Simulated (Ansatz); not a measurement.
## BNH6 (SMILES [H]B([H])([H])<-N): the energy, rung by rung

The species is BNH6 (8 atoms), meant as a singlet with charge 0. As SMILES, `[H]B([H])([H])<-N`. The shape is that of a GFN2-xTB optimisation.

```xyz
8

B    -0.0022    0.0030   -0.8307
N     0.0021   -0.0030    0.8280
H    -0.9561    0.0344    1.1535
H     0.5158    0.8072    1.1527
H     0.4496   -0.8541    1.1461
H     1.1434   -0.0321   -1.1528
H    -0.5450    1.0152   -1.1449
H    -0.6076   -0.9705   -1.1519
```

Each level gives the energy change with the B1–H7 bond stretched from 1.191 to 2.977 Å (eV). The values are calculated.

| level | kind | program | value (eV) | less FCI/STO-3G |
| --- | --- | --- | --- | --- |
| BLYP/STO-3G (restricted) | GGA | Ansatz | 6.72 | +0.93 |
| revPBE/STO-3G (restricted) | GGA | Ansatz | 6.80 | +1.01 |
| CAM-B3LYP/STO-3G (restricted) | range-separated hybrid | Ansatz | 8.05 | +2.26 |
| wB97X/STO-3G (restricted) | range-separated hybrid | Ansatz | 8.30 | +2.51 |
| RPA@PBE/STO-3G (restricted) | RPA | Ansatz | 6.43 | +0.64 |
| MP2/STO-3G (restricted) | perturbation theory | Ansatz | 7.44 | +1.65 |
| BCCD(T)/STO-3G (restricted) | coupled cluster or CI | Ansatz | 5.77 | -0.02 |
| CCSDT/STO-3G (restricted) | coupled cluster or CI | Ansatz | 5.78 | -0.01 |
| FCI/STO-3G | exact in the basis | Ansatz | 5.79 | 0.00 |

FCI/STO-3G is exact within its basis and frozen core, so for wave-function methods in that basis the difference is their error; functionals converge differently with the basis, so for them it is only a difference. The first shape isn't each level's own minimum. The values span 5.77 to 8.30 eV. All rows use very small basis sets, so none should be taken for the real molecule's value.
